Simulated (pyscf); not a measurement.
O=Ge(OH)–OH → O=Ge=O + H₂O (elimination; singlet surface; H–O, Ge–O broken, H–O formed). Structures and frequencies: ωB97X-D3(BJ)/def2-SVP in PySCF. MP2 and CC: frozen core, UHF for open shells. ΔMP2 is the change of the MP2 total energy from the triple- to the quadruple-zeta basis. Energies in kcal/mol from the reactant's lowest minimum found.

| level | barrier | reaction energy |
|---|---|---|
| PBE/def2-TZVP | 35.4 | +43.7 |
| B3LYP-D3(BJ)/def2-TZVP | 41.8 | +48.4 |
| M06-2X/def2-TZVP | 46.5 | +58.8 |
| HF/def2-TZVP | 60.2 | +61.3 |
| CCSD/def2-TZVPP | 47.3 | +52.5 |
| CCSD(T)/def2-TZVPP | ___ | +49.2 |
| CCSD(T)/def2-TZVPP + ΔMP2(QZVPP) | ___ | ___ |

Q: What belongs in the gaps?

A: 
- CCSD(T)/def2-TZVPP, barrier: 43.9
- CCSD(T)/def2-TZVPP + ΔMP2(QZVPP), barrier: 43.9
- CCSD(T)/def2-TZVPP + ΔMP2(QZVPP), reaction energy: +48.6

On the product side the descent ends in an adduct with a Ge–O contact, 18.4 kcal/mol under the separated species and 9.4 kcal/mol under the saddle at ωB97X-D3(BJ)/def2-TZVP. At PBE, B3LYP-D3(BJ), M06-2X, HF, CCSD, CCSD(T), CCSD(T) the saddle lies under the separated products, which points to a path from their complex (located at ωB97X-D3(BJ) alone), and parting the products costs more than the saddle. What is counted as broken (Ge–O) persists as a longer contact in the product adduct; parting that adduct is a step of its own. This is the saddle that the search found; another between the same sides may lie lower. The CCSD(T) − MP2 part came from Ansatz, without density fitting, on the same reference. The frozen core leaves the outer d or s,p core shells of the metals and heavy elements correlated in the MP2 and CC values, and def2-TZVPP describes them poorly, which can shift differences by a few kcal/mol. Elements up to Kr have no core potential and no relativistic terms here.
